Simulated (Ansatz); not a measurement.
**C3H4 (singlet): the correlation ladder, cc-pVDZ**

How much of the correlation energy of C3H4 (singlet) does each wave-function method recover here?

Method: cc-pVDZ, core rule «outside noble gas», up to 3 orbitals frozen; program: Ansatz 0.2.0, Gaussian basis.

To be run: UHF; CCSD(T) on RHF; BCCD(T) on RHF; CISD; CCSDT(Q) on RHF; CASSCF and MRCISD+Q, 8 electrons in 8 orbitals; CASSCF and NEVPT2, 8 electrons in 8 orbitals.

10 further runs of the same task are left out: 1 that didn't finish, 9 set aside as unsound or not needed.

### 1 The geometry

The geometry is an MP2(full)/6-31G* stationary point (not a proven minimum).

7 atoms, charge 0, spin multiplicity 1.

Atoms are counted from 1 here; the program's logs count them from 0.

Bond lengths: C1–C2 1.311 Å, C1–C3 1.311 Å, C2–H4 1.086 Å, C2–H5 1.086 Å, C3–H6 1.086 Å, C3–H7 1.086 Å. Angles: C2–C1–C3 180.0°, C1–C2–H4 121.4°, C1–C2–H5 121.4°, H4–C2–H5 117.2°, C1–C3–H6 121.4°, C1–C3–H7 121.4°, H6–C3–H7 117.2°.

### 2 UHF

Input file in.yaml:

```yaml
crystal:
  periodic: [false, false, false]
  atoms:
    - {symbol: C, position_ang: [0.000000, 0.000000, 0.000000]}
    - {symbol: C, position_ang: [0.000000, 0.000000, 1.311190]}
    - {symbol: C, position_ang: [0.000000, 0.000000, -1.311190]}
    - {symbol: H, position_ang: [0.000000, 0.926778, 1.876642]}
    - {symbol: H, position_ang: [0.000000, -0.926778, 1.876642]}
    - {symbol: H, position_ang: [0.926778, 0.000000, -1.876642]}
    - {symbol: H, position_ang: [-0.926778, 0.000000, -1.876642]}
basis:
  gaussian: {orbitals: cc-pVDZ}
magnetization: {spin_polarized: true, initial_magnetization: 0}
hamiltonian: {xc: hf}
output: {orbitals: {seedname: orbitals}}
```

Started as:

```bash
$ ansatz run in.yaml --threads 1 --pin off --events-out ev --progress --plain --max-ram 4160MiB --backend cpu
```

The runs that follow: CCSD(T) on RHF; BCCD(T) on RHF; CISD; CCSDT(Q) on RHF; CASSCF and MRCISD+Q, 8 electrons in 8 orbitals; CASSCF and NEVPT2, 8 electrons in 8 orbitals.

Q: Predict the results of all the runs planned. Wanted: RCCSDT(Q) below the RHF energy; RMP2 from RCCSDT(Q); RCCSD from RCCSDT(Q); RCCSD(T) from RCCSDT(Q); NEVPT2 frontier from RCCSDT(Q); MRCISD+Q frontier from RCCSDT(Q); T1 diagnostic.

**Answer**, as computed:

| quantity | value |
| --- | --- |
| RCCSDT(Q) below the RHF energy | -12.1165 eV |
| RMP2 from RCCSDT(Q) | +33.35 kcal/mol |
| RCCSD from RCCSDT(Q) | +11.52 kcal/mol |
| RCCSD(T) from RCCSDT(Q) | +1.25 kcal/mol |
| NEVPT2 frontier from RCCSDT(Q) | +36.89 kcal/mol |
| MRCISD+Q frontier from RCCSDT(Q) | +2.94 kcal/mol |
| levels within 1 kcal/mol (43 meV) | RCCSDT |
| T1 diagnostic | 0.012 |

In words: RCCSD(T) lands +1.25 kcal/mol from the yardstick (0.4 % of the correlation energy). Of the multireference levels listed MRCISD+Q frontier comes nearest in total energy (+2.94 kcal/mol), which doesn't show that its space is the better one. These misses are within one basis, not against nature.
